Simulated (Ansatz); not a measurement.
Compare A (`C/C=C/N`) with its isomer B (`CC(C)=N`).

Computed with Ansatz on PBE0-D4/def2-TZVP structures; ΔE is electronic, products minus reactants. CCSD(T)/CBS adds triple-zeta CCSD(T) − MP2 to the extrapolated MP2 energy (def2 sets, frozen cores). Functionals use def2-TZVPP. One conformer a species, not always the lowest.

Which is lower in electronic energy at CCSD(T)/CBS, and by how much? (Estimate.)

Computed: B, by 29.7 kJ/mol.

Give E(B) − E(A) in kJ/mol with PBE-D4, CCSD(T)/def2-SVP, MP2/def2-TZVPP, CCSD(T)/def2-TZVPP, BLYP-D4, LDA (SPW92), B2PLYP. (An estimate is asked.)

Ansatz gave: PBE-D4 -23.4, CCSD(T)/def2-SVP -36.9, MP2/def2-TZVPP -30.7, CCSD(T)/def2-TZVPP -33.2, BLYP-D4 -26.1, LDA (SPW92) -14.9, B2PLYP -27.7. None reverses the order clearly.

Does the order hold for the free energy at 298.15 K (harmonic terms from PBE0-D4)? (Best estimate.)

The calculation gave: Yes: G(B) − G(A) = -32.6 kJ/mol, for one conformer each.

Largest T1 diagnostic: 0.011.

Leaving LDA and LC-ωPBE aside and taking each functional with its dispersion term where it has one, the values, not all of them listed here, spread over 8.2 kJ/mol, from ωB97X-V to PBE-D4. LDA lies +7.4 kJ/mol from PBE without D4. At CCSD(T), def2-SVP lies −7.2 kJ/mol from the extrapolated value and def2-TZVPP −3.5 kJ/mol.
